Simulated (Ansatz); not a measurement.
```yaml
crystal:
  periodic: [false, false, false]
  atoms:
    - {symbol: N, position_ang: [1.074431, -1.882616, 0.446827]}
    - {symbol: C, position_ang: [0.396367, -0.737290, 0.147955]}
    - {symbol: C, position_ang: [-0.017496, 0.260536, -0.259261]}
    - {symbol: F, position_ang: [-1.347357, -0.343472, -0.787371]}
    - {symbol: F, position_ang: [0.389920, 1.154053, -1.080118]}
    - {symbol: H, position_ang: [-0.246190, 0.840258, 0.664342]}
basis:
  gaussian: {orbitals: cc-pVTZ}
magnetization: {spin_polarized: true, initial_magnetization: 2}
hamiltonian: {xc: {name: SVWN5}}
scf: {lower_state_search: light}
output: {forces: true}
```

```sh
$ ansatz run in.yaml --threads 4 --pin off --events-out ev --progress --plain --max-ram 10444MiB
```

Shortened log:

```
Functional definition: SVWN5
855 factors; their error is unknown
mean field evaluation 1: about -8936.3116 eV, gradient 3.7e1 eV
mean field evaluation 2: about -8928.5176 eV, gradient 5.3e1 eV
mean field evaluation 4: about -8940.6263 eV, gradient 2.2e1 eV
mean field evaluation 8: about -8942.8038 eV, gradient 1.1e0 eV
mean field evaluation 16: about -8942.7797 eV, gradient 1.9e-1 eV
mean field evaluation 32: about -8942.7802 eV, gradient 1.1e-4 eV
mean field -8942.78020066 eV, -328.6411107400 hartree, gradient 8.0e-8 eV, S^2 2.005533; 6 other end points of the search recorded, 0 dependent functions left out
reference -8942.78022088 eV, -328.6411114831 hartree; 20, 18 occupied and 144, 146 virtual orbitals, 855 factors
Total energy: -8942.78022088 eV, -328.6411114831 hartree
Atom 0 at     1.074431    -1.882616     0.446827 Å, force    -2.182660     3.619901    -0.667559 eV/Å
Atom 1 at     0.396367    -0.737290     0.147955 Å, force    10.035681   -20.230387     6.250399 eV/Å
Atom 2 at    -0.017496     0.260536    -0.259261 Å, force    -7.026885    14.507967    -2.078057 eV/Å
Atom 3 at    -1.347357    -0.343472    -0.787371 Å, force    -0.865445     0.459852    -0.861763 eV/Å
Atom 4 at     0.389920     1.154053    -1.080118 Å, force     0.801287     1.364576    -3.092657 eV/Å
Atom 5 at    -0.246190     0.840258     0.664342 Å, force    -0.761979     0.278091     0.449637 eV/Å
Dipole moment:    -0.011244     0.386216     0.157571 e Å
```

Hardware: 4 threads of an Intel Xeon Platinum 8488C on a shared host. Wall time 2.9 s, peak host memory 0.38 GiB.
